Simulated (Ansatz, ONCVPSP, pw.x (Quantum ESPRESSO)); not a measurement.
**Si: one change to the ONCV potential, in the atom and in the diamond crystal**

| Property | Result |
| --- | --- |
| Element | silicon |
| Generator | ONCVPSP 4.0.1.1 (patched build) |
| Type | optimised norm-conserving Vanderbilt (ONCV) |
| Functional | PBE |
| Relativity | scalar-relativistic |
| Frozen core | [Ne] |
| Valence charge | 4 |
| Reference configuration | 3s2 3p2 |
| Partial waves | 3s: rc 1.80 bohr, ncon 4, nbas 7, qcut 4.7 1/bohr, 3 projectors, debl 2.6 Ha; 3p: rc 1.80 bohr, ncon 4, nbas 8, qcut 4.3 1/bohr, 2 projectors, debl 3.6 Ha; d scattering state at 0.27 Ha: rc 1.70 bohr, ncon 4, nbas 7, qcut 5.7 1/bohr, 2 projectors, debl 3.6 Ha |
| Local potential | polynomial inside 1.40 bohr (lpopt 5, dvloc0 3 Ha) |
| Core correction | none |

Change: core correction Teter function, fcfact 4.5, rcfact 1.5.

Cutoffs, loose and tight: the cutoffs (Ha) at which the residual kinetic energy of the hardest occupied pseudo-wave falls to 1 and 0.1 mHa per electron. They do not see the model core or the augmentation charge, which bear on the density cutoff. Test errors are all-electron minus pseudo excitation energies from the reference, over the configurations 3s2 3p1; 3s2 3p0; 3s1 3p0; 3s1 3p2; variants that change the core or the reference have their own tests.

Crystal test: diamond Si in pw.x 7.5, no spin, 8³ k-points, Fermi–Dirac smearing 0.01 Ry, cutoffs set for each file from its atomic test. The reference is all-electron LAPW (Ansatz 0.2.0) with the same functional, mesh and smearing; V0 and B0 come from Birch–Murnaghan fits to the pressures at five volumes. Errors are pseudo minus all-electron; Δ is the rms difference of the E(V) curves that follow from these fits, minima aligned, over ±6 % about the mean V0. Mesh and smearing are coarse, so the numbers serve the comparison and aren't converged zero-temperature values; the lattice is a test structure that the element need not adopt.

All-electron: a0 = 5.469 Å (V0 = 20.45 Å³/atom), B0 = 88.5 GPa.

Does the change bring the crystal closer to the all-electron result?

The mean pressure error goes from +0.14 to -0.49 GPa, so the change moves the solid further from the all-electron pressures.

| quantity | base | changed |
| --- | --- | --- |
| outcome (atom) | generated | generated |
| cutoff, loose (atom) | 8.1 Ha | 8.1 Ha |
| cutoff, tight (atom) | 11 Ha | 11 Ha |
| bound ghosts (atom) | none | none |
| largest test error (meV) (atom) | +64 | -39 |
| cutoffs in pw.x (Ry) | 35/140 | 50/200 |
| a0 (Å) | 5.472 | 5.459 |
| a0 error (%) | +0.05 | -0.18 |
| B0 error (%) | -1.3 | +2.0 |
| Δ (meV/atom) | 0.6 | 2.2 |
| mean pressure error (GPa) | +0.14 | -0.49 |

Base: The cutoffs count occupied waves only; projector 2 of the d channel, the hardest unoccupied one, needs 60 Ha at the loose tolerance. Changed file: The cutoffs count occupied waves only; projector 2 of the d channel, the hardest unoccupied one, needs 60 Ha at the loose tolerance.
